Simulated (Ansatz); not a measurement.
A calculation on rock-salt HfC returned lattice constant a 4.671 Å, bulk modulus 226 GPa, formation enthalpy -0.885 eV/atom.

For reference: lattice constant a 4.638 Å (measured, temperature not stated, not corrected to a static lattice; as tabulated in Zhang et al. (2018), doi:10.1088/1367-2630/aac7f0); bulk modulus 242 GPa (measured, room temperature, not corrected to a static lattice, our sources range from 242 to 286; as tabulated in Synthesis of Binary Transition Metal Nitrides, Carbides and Borides from the …); formation enthalpy -1.171 ± 0.03 eV/atom (measured, 298 K, copied from a table, unchecked, not corrected to a static lattice; as tabulated in Wang et al. (2021), doi:10.1038/s41598-021-94550-5).

Problem. Which level of theory produced these numbers?
(A) revPBE (Ansatz, a program for electronic structure)
(B) r²SCANh (Ansatz)
(C) r²SCAN0 (Ansatz)
(D) HSE06 (Ansatz)

Solution. A, revPBE (Ansatz)

The others give: r²SCANh 4.640 Å, 248 GPa, -1.103 eV/atom; HSE06 4.642 Å, 247 GPa, -1.029 eV/atom; r²SCAN0 4.639 Å, 253 GPa, -1.126 eV/atom.

Unless a cell is named, each level is at its own relaxed cell (HSE06 12.50, r²SCAN0 12.48, r²SCANh 12.49, revPBE 12.74 Å³/atom).

Caveats: exact exchange on metals is sensitive to the k mesh and can open a false gap (HSE06); the run warned that the count of filled bands differs between k points (HSE06). Ansatz's density-functional and Hartree–Fock values are scalar-relativistic unless marked +SOC, with PAW data made under PBE.
